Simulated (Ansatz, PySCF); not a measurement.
The pair A = C2H4 (SMILES C=C) (first 6 atoms), B = CH4 (SMILES C); geometry from A24 set.
(charge 0, multiplicity 1):
```xyz
11

C      0.0000     0.6463    -1.6085
C      0.0000    -0.6791    -1.4538
H     -0.9240    -1.2402    -1.3878
H      0.9240    -1.2402    -1.3878
H      0.9240     1.2074    -1.6736
H     -0.9240     1.2074    -1.6736
H      0.0000     0.0830     1.5902
C      0.0000     0.0287     2.6771
H      0.8883     0.5226     3.0666
H     -0.8883     0.5226     3.0666
H      0.0000    -1.0139     2.9896
```

Frozen-core correlation. Rows in 6-31G* carry no dispersion term and start afresh at each structure (6-31G* with six Cartesian d functions).

Codes used: Ansatz (a first-principles code); PySCF for 6-31G* rows. Each number belongs to the level named beside it.

Total energies (hartree), monomers frozen at their geometry in the pair:

```json
[
 {"structure": "AB", "PBE/def2-TZVPPD": "-118.9666450", "B3LYP/6-31G*": "-119.1065323", "MP2/aug-cc-pVDZ": "-118.6974732"},
 {"structure": "A in the pair's basis", "PBE/def2-TZVPPD": "-78.5019293", "B3LYP/6-31G*": "-78.5882124", "MP2/aug-cc-pVDZ": "-78.3290300"},
 {"structure": "B in the pair's basis", "PBE/def2-TZVPPD": "-40.4642939", "B3LYP/6-31G*": "-40.5184283", "MP2/aug-cc-pVDZ": "-40.3677530"},
 {"structure": "A", "PBE/def2-TZVPPD": "-78.5018483", "B3LYP/6-31G*": "-78.5873661", "MP2/aug-cc-pVDZ": "-78.3283923"},
 {"structure": "B", "PBE/def2-TZVPPD": "-40.4642826", "B3LYP/6-31G*": "-40.5183215", "MP2/aug-cc-pVDZ": "-40.3674774"}
]
```

Task: Work out the interaction energy without and with the counterpoise correction, and the superposition error, for each level.

Result: 
E(AB) − E(A) − E(B), times 627.509 kcal/mol, with the monomers in their own basis and then in the pair's basis:
- PBE/def2-TZVPPD: -0.32 uncorrected, -0.26 corrected; the monomers gain 0.06 kcal/mol from borrowed functions
- B3LYP/6-31G*: -0.53 uncorrected, 0.07 corrected; the monomers gain 0.60 kcal/mol from borrowed functions
- MP2/aug-cc-pVDZ: -1.01 uncorrected, -0.43 corrected; the monomers gain 0.57 kcal/mol from borrowed functions
